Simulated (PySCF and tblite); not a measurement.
The numbers below are computed, except where a source is named.
## Rotation: stationary points, barriers and rates

System: C3H4S2, numbered as in [S:1]=[CH:2]/[CH:3]=[CH:4]/[SH:5].

Motion: rotation about the C4–S5 bond (torsion C3–C4–S5–H from 0° to 180°, rising). Level: B3LYP/pcSseg-1 + D3(BJ), IEF-PCM tetrahydrofuran on GFN2-xTB stationary points, with GFN2-xTB thermal terms. Rate constants are transition-state-theory values, counting equivalent paths, without tunnelling. Run with tblite and PySCF.

```tsv
point	symmetry	E(GFN2) kcal/mol	E(DFT) kcal/mol	ZPE change kcal/mol	lowest mode cm⁻¹	dipole D
start	Cs	0.0	0.0	0.00	116	5.03
saddle	C1	9.3	8.1	-0.85	456i	3.35
end	Cs	2.1	0.3	-0.18	115	6.69
```

- Electronic barrier: 8.1 kcal/mol
- Barrier with zero-point energy: 7.2 kcal/mol
- ΔH‡ (298 K): 7.1 kcal/mol
- ΔS‡ (298 K, symmetry apart): -0.5 cal/(mol K)
- Paths: 2 equivalent paths
- End point: a different minimum
- Mean lifetime of the start against this motion at 298 K: 16 ns
- Cost: 25 s on 1 thread of Arm Neoverse V1 (shared host) (rough), peak memory 0.59 GiB, launched as `OMP_NUM_THREADS=1 python ens_run.py task.json out`

| T/K | ΔG‡ kcal/mol | k s⁻¹ | ΔG kcal/mol | k back s⁻¹ |
| --- | --- | --- | --- | --- |
| 200 | 7.2 | 1.1×10⁵ | 0.1 | 1.4×10⁵ |
| 250 | 7.2 | 5.2×10⁶ | 0.1 | 5.6×10⁶ |
| 298 | 7.2 | 6.1×10⁷ | 0.0 | 6.3×10⁷ |
| 350 | 7.3 | 4.2×10⁸ | 0.0 | 4.1×10⁸ |
| 400 | 7.3 | 1.6×10⁹ | -0.1 | 1.6×10⁹ |

ΔG and ΔG‡ leave out symmetry numbers and mirror images; rates count paths: 2 out, 2 back.
